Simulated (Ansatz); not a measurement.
Litharge PbO was calculated with r²SCAN (Ansatz, a quantum-chemistry and plane-wave program, PAW).

Run with plane-wave cutoff 500 eV, 8×8×8 k mesh, gaussian smearing 0.02 eV, scalar-relativistic PAW data made under PBE.

Computed at the level's own relaxed cell.

Q: What does this level give for the volume per atom, lattice parameter a and lattice parameter c?

A: 
- volume per atom: 21.19 Å³/atom
- lattice parameter a: 3.987 Å
- lattice parameter c: 5.333 Å

Measured, for comparison: lattice constant a 3.975 Å (room temperature, no zero-point or thermal correction, our sources range from 3.964 to 3.975; as tabulated in Canepa et al. (2012), arXiv:1204.2842); lattice parameter c 5.023 Å (room temperature, no zero-point or thermal correction, our sources range from 4.995 to 5.023; as tabulated in Canepa et al. (2012), arXiv:1204.2842). Computed (rounded) less measured: lattice constant a +0.3 % (+0.3 % to +0.6 % over the range), lattice parameter c +6.2 % (+6.2 % to +6.8 % over the range).

Note: the cell comes from a level without a dispersion term, which matters for the spacing of layers, chains or molecules; the cell has widely spaced layers and the level no dispersion term, so their spacing and the moduli can rest on weak binding.

Spin–orbit coupling is not included; it can shift volumes and moduli of such heavy elements.

Static lattice: no zero-point or thermal effects.

Computing time: roughly 4 core-minutes.
